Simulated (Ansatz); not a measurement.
Ansatz (an electronic-structure program) input (wB97X-V/def2-TZVP):

Ansatz 0.2 input:
```yaml
crystal:
  periodic: [false, false, false]
  atoms:
    - {symbol: N, position_ang: [-0.00000000, -0.00000000, -0.12998002]}
    - {symbol: H, position_ang: [0.00000000, 0.00000000, 0.90986017]}
basis:
  gaussian:
    orbitals: def2-TZVP
hamiltonian:
  xc: {name: wB97X-V}
relax: {f_tol: 0.003, max_steps: 100}
```

Output:

```
Functional definition: wB97X-V
integrals: 0.01 GiB planned
199 factors; their error is unknown
integrals: 0.04 GiB planned
63 factors; integrals over basis functions are off by at most 8.3e-6 eV
mean field: 0.08 GiB planned
mean field evaluation 1: about -1500.1481 eV, gradient 1.4e1 eV
mean field evaluation 2: about -1500.4235 eV, gradient 8.2e0 eV
mean field evaluation 4: about -1500.5513 eV, gradient 1.0e-1 eV
mean field evaluation 8: about -1500.5431 eV, gradient 2.8e-2 eV
mean field -1500.54305885 eV, -55.1439403082 hartree, gradient 1.4e-5 eV, S^2 0.000000; 0 other end points of the search recorded, 0 dependent functions left out
the calculation of the forces begins
reference -1500.54305796 eV, -55.1439402756 hartree; 4, 4 occupied and 33, 33 virtual orbitals, 199 factors
relax step   1: F+E_penalty+E_count = -1500.54305885 eV  Δ(F+E_penalty+E_count) = +0.000e0 eV  max|allowed force component| = 3.723e-2 eV/Å  Δτ_max = 0.0000 Å  (25 SCF iters, accepted)
these checks for a lower state are left out or cut short: starts, cluster_reference, orbital_swaps, neighbouring_geometries, increment
integrals: 0.01 GiB planned
199 factors; their error is unknown
integrals: 0.04 GiB planned
63 factors; integrals over basis functions are off by at most 8.3e-6 eV
mean field: 0.08 GiB planned
mean field evaluation 16: about -1500.5513 eV, gradient 2.9e-1 eV
mean field -1500.54307533 eV, -55.1439409136 hartree, gradient 1.4e-5 eV, S^2 0.000000; 0 other end points of the search recorded, 0 dependent functions left out
the calculation of the forces begins
reference -1500.54307444 eV, -55.1439408810 hartree; 4, 4 occupied and 33, 33 virtual orbitals, 199 factors
relax step   2: F+E_penalty+E_count = -1500.54307533 eV  Δ(F+E_penalty+E_count) = -1.647e-5 eV  max|allowed force component| = 1.084e-2 eV/Å  Δτ_max = 0.0003 Å  (31 SCF iters, accepted)
these checks for a lower state are left out or cut short: starts, cluster_reference, orbital_swaps, neighbouring_geometries, increment
integrals: 0.01 GiB planned
199 factors; their error is unknown
integrals: 0.04 GiB planned
63 factors; integrals over basis functions are off by at most 8.3e-6 eV
mean field: 0.08 GiB planned
mean field -1500.54307685 eV, -55.1439409695 hartree, gradient 1.4e-5 eV, S^2 0.000000; 0 other end points of the search recorded, 0 dependent functions left out
the calculation of the forces begins
reference -1500.54307596 eV, -55.1439409369 hartree; 4, 4 occupied and 33, 33 virtual orbitals, 199 factors
relax step   3: F+E_penalty+E_count = -1500.54307685 eV  Δ(F+E_penalty+E_count) = -1.521e-6 eV  max|allowed force component| = 2.103e-5 eV/Å  Δτ_max = 0.0001 Å  (30 SCF iters, accepted)
integrals: 0.01 GiB planned
199 factors; their error is unknown
integrals: 0.04 GiB planned
63 factors; integrals over basis functions are off by at most 8.3e-6 eV
mean field: 0.08 GiB planned
mean field evaluation 32: about -1500.5513 eV, gradient 2.8e-1 eV
mean field -1500.54307685 eV, -55.1439409695 hartree, gradient 1.4e-5 eV, S^2 0.000000; 1 other end points of the search recorded, 0 dependent functions left out
the calculation of the forces begins
reference -1500.54307596 eV, -55.1439409369 hartree; 4, 4 occupied and 33, 33 virtual orbitals, 199 factors
Total energy: -1500.54307596 eV, -55.1439409369 hartree
Atom 0 at     0.000000     0.000000    -0.129497 Å, force    -0.000000     0.000000    -0.000021 eV/Å
Atom 1 at    -0.000000    -0.000000     0.909377 Å, force    -0.000000    -0.000000     0.000021 eV/Å
Dipole moment:     0.000000     0.000000     0.344034 e Å
```

This is an excited singlet: at this geometry the triplet lies 1.85 eV lower at CCSD(T)/CBS(aug-cc-pVTZ,aug-cc-pVQZ).
